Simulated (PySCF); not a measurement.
InH₄⁻, singlet: the ladder up to RCCSDT(Q)

Geometry: a PBE0/def2-TZVPD stationary point for this spin, not checked as a minimum.

```
atom    x (Å)    y (Å)    z (Å)
  In   0.0000   0.0000   0.0000
   H   1.0308   1.0308   1.0308
   H  -1.0308  -1.0308   1.0308
   H  -1.0308   1.0308  -1.0308
   H   1.0308  -1.0308  -1.0308
```

Basis def2-SVPD with its core potentials; PySCF 2.14.0. Only valence electrons are correlated (noble-gas cores and the filled d shells of p-block atoms frozen), which leaves 8 electrons in 55 orbitals. R marks a restricted (for open shells ROHF) determinant. No spin–orbit coupling is included; scalar relativity enters through the core potentials alone.

Full CI isn't at hand for all of this; RCCSDT(Q) serves as the reference, and is uncertain by the last step of the cluster series or more.

- T1 diagnostic (ROHF- or RHF-based CCSD): 0.0101
- largest doubles amplitude (ROHF- or RHF-based CCSD): 0.027

From what is known of these methods and the diagnostics, rank them by the size of their error in total energy against RCCSDT(Q) in def2-SVPD, smallest first (an estimate: the text doesn't fix the numbers).
A. RMP2
B. RCCSD(T)
C. RHF
D. RCCSDT
E. RCCSD

D (0.05 mEh), B (0.68 mEh), E (2.86 mEh), A (33.57 mEh), C (137.36 mEh).

All errors are against RCCSDT(Q) in def2-SVPD. Within each family the higher level lies nearer, as is usual though not guaranteed.
